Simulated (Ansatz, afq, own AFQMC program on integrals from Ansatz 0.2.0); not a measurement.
AFQMC on a folder of integrals that Ansatz 0.2.0 wrote.

```yaml
crystal:
  periodic: [false, false, false]
  atoms:
    - {symbol: N, position_ang: [-1.145764, -0.015822, -0.024626]}
    - {symbol: H, position_ang: [-1.443044, 0.952012, -0.024625]}
    - {symbol: H, position_ang: [-1.443043, -0.418121, 0.855634]}
    - {symbol: H, position_ang: [0.030236, -0.015821, -0.024626]}
    - {symbol: F, position_ang: [0.996236, -0.015821, -0.024626]}
basis:
  gaussian: {orbitals: cc-pVTZ}
magnetization: {spin_polarized: true, initial_magnetization: 1}
correlation: {method: ccsd_t, electrons: outside_noble_gas, hamiltonian_folder: ham}
```

```sh
$ ansatz run in.yaml --threads 1 --pin off --events-out ev --progress --plain --max-ram 16896MiB --backend cuda --devices 0, --max-vram 18GiB
```

Options of the walk:

```
--method phaseless --trial cisd --walkers 900 --populations 20 --least-time 60 --time-step 0.005 --steps-per-block 50 --equilibration-blocks 28 --max-blocks 4000 --target-error 0.00023 --factor-cut 1e-05 --start spin_pure --seed 5123 --release-times 0.24,0.51,0.99,1.5 --release-step 0.03 --release-every 4 --taylor-order 6
```

Times are imaginary, in 1/Eh. The walk had a cap of 241 s. With eight or more populations the least sampling time is a fifth of least-time, and the error comes from their spread.

Output of the walk:

```
orbitals 100  electrons 8 7  factors 605 of 606
reference energy -155.60620361 Eh
CCSD correlation -0.48749088 Eh in 16 cycles, weight of the determinant in the CISD state 0.8843
energy of the start -156.093107 Eh
 block  time / (1/Eh)  mean weight  energy / Eh
     1     0.250  0.9994  -156.091533
     2     0.500  0.9996  -156.099005
     3     0.750  1.0015  -156.100976
     4     1.000  1.0000  -156.106667
     5     1.250  0.9997  -156.108094
     7     1.750  1.0009  -156.105298
     9     2.250  0.9976  -156.106280
    11     2.750  0.9998  -156.110365
    21     5.250  0.9991  -156.110705
    31     7.750  0.9999  -156.113365
    41    10.250  1.0008  -156.109192
    51    12.750  0.9998  -156.107635
    61    15.250  1.0006  -156.107001
    71    17.750  1.0008  -156.103672
    81    20.250  0.9991  -156.106302
    91    22.750  0.9992  -156.109065
   101    25.250  0.9987  -156.110626
   111    27.750  0.9997  -156.109281
   121    30.250  0.9993  -156.110874
   131    32.750  0.9993  -156.107761
   141    35.250  0.9994  -156.109978
   151    37.750  1.0015  -156.107975
   161    40.250  0.9992  -156.109978
   171    42.750  1.0001  -156.106941
   181    45.250  0.9987  -156.110504
   191    47.750  1.0012  -156.109895
   201    50.250  1.0011  -156.105912
   211    52.750  1.0008  -156.106622
   221    55.250  0.9990  -156.107682
   226    56.500  1.0002  -156.109158
error from the spread of 20 populations
released: time / (1/Eh)  energy / Eh  error  mean overlap
  0.24  -156.109186  0.000279  0.9921
  0.51  -156.109264  0.000281  0.9855
  0.99  -156.109055  0.000322  0.9777
  1.50  -156.109285  0.000701  0.9603
energy -156.108709 +/- 0.000203 Eh
(rows thinned)
```

The run passed its tests (sampling time, drift between the halves within three errors, error under three times the target), which doesn't prove that it has relaxed.

Against this walk (error 5.5 meV) on the same determinant: CCSD(T) 25.2 meV higher. The error is statistical and leaves out the bias of the constraint. Released to 0.99 1/Eh the energy moves by -9 ± 10 meV (both errors), within twice the noise.

Cautions: constraint bias not in the error.

The walk took 3.2 min on 1 × NVIDIA H100 80GB HBM3 with 2 threads of AMD EPYC 7R13 Processor (Zen 3), on a shared host (the card was shared). The log's last line is the phaseless energy.

A walk keeps the symmetry of its determinant, which the program's search chose and which needn't be the lowest solution, so a lower state of the same spin and another symmetry isn't excluded.
